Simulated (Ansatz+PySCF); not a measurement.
The numbers below are computed, except where a source is named.
Input for Ansatz (development build ahead of 0.2.0):

```yaml
crystal:
  periodic: [false, false, false]
  atoms:
    - { symbol: "N", position_ang: [0.0, 0.0, -0.28787] }
    - { symbol: H, position_ang: [0.0, 0.0, 2.01506] }
    - { symbol: B, position_ang: [30.0, 0.0, -0.31309] }
    - { symbol: H, position_ang: [30.0, 0.0, 1.56545] }
basis:
  gaussian: { orbitals: "6-31G" }
magnetization:
  spin_polarized: true
  initial_magnetization: 2
hamiltonian:
  xc: hf
correlation:
  method: mp2
  frozen_orbitals: { B: 1, H: 0, "N": 1 }
output:
  forces: true
```

The input is written out in the form of the current development build from the run's settings.

The run gave:

```json
{
  "Converged": "yes",
  "Reference energy": "-79.93411 hartree",
  "Correlation energy": "-0.06412 hartree",
  "Total energy": "-79.99823 hartree",
  "Spin squared of the determinant": "3.300",
  "Stability test": "minimum"
}
```

Forces (eV/Å):
| atom | Fx | Fy | Fz |
| --- | --- | --- | --- |
| N1 | 0.000 | 0.000 | 0.078 |
| H2 | 0.000 | 0.000 | -0.078 |
| B3 | 0.000 | 0.000 | 3.987 |
| H4 | 0.000 | 0.000 | -3.987 |

Caution: bonds are stretched, where a single reference can fail; the unrestricted determinant is a mixture of spin states.
